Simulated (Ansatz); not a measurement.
Process, species as SMILES: F (HF) → HF+ (doublet, bonded as F) + e-
B3LYP-D3(BJ)/def2-TZVP geometries, fixed; electronic energies without zero-point terms.

Basis-set convergence of the adiabatic ionisation energy at B2PLYP with Ansatz (an electronic-structure program). Cartesian d functions, on some or all atoms, in 6-31G**; all else is spherical. Cores are frozen. Open shells are unrestricted. No added dispersion term, no relativity. Functions are those of the species that has most. Reference: the value in aug-cc-pV5Z, 16.081 eV, itself unsure by roughly 0.006 eV (its mean distance from pcseg-4, aug-pcseg-3, aug-cc-pVQZ).

```csv
basis,functions,adiabatic ionisation energy (eV)
3-21G,11,14.484
6-31G,11,15.311
def2-SV(P),16,15.535
pcseg-1,19,[?]
6-31G**,20,15.419
6-311G**,24,[?]
6-311+G**,28,16.007
def2-SVPD,31,16.119
def2-TZVP,37,15.932
cc-pVTZ,44,15.880
"6-311++G(3df,3pd)",57,[?]
def2-TZVPPD,57,16.035
aug-pcseg-2,69,16.057
def2-QZVPP,87,[?]
pcseg-3,93,16.067
def2-QZVPPD,99,16.062
pcseg-4,162,16.079
aug-cc-pV5Z,207,16.081
```

### Question
What belongs in the gaps?

### Answer

- pcseg-1, adiabatic ionisation energy (eV): 15.854
- 6-311G**, adiabatic ionisation energy (eV): 15.696
- 6-311++G(3df,3pd), adiabatic ionisation energy (eV): 16.076
- def2-QZVPP, adiabatic ionisation energy (eV): 16.045
